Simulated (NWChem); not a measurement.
**Total energies of Cl (-1)**

```xyz
1

Cl     0.0000     0.0000     0.0000
```
Charge -1, spin multiplicity 1.

All runs are NWChem calculations.

Basis set: def2-SVPD (27 functions).

| method | total energy (Ha) |
|---|---|
| RHF | -459.41913 |
| MP2 | -459.57639 |
| B2PLYP | -459.99264 |
| PBE | -459.94501 |
| B3LYP | -460.15433 |
| CAM-B3LYP | -460.15218 |
| CCSD(T) | -459.59208 |

Total energies of different functionals aren't comparable as a measure of quality: only differences taken within one method are. 

The correlated methods keep 5 core orbitals frozen. B3LYP has NWChem's definition, with VWN1-RPA local correlation. Coupled-cluster values serve here as a point of comparison, not as the truth.
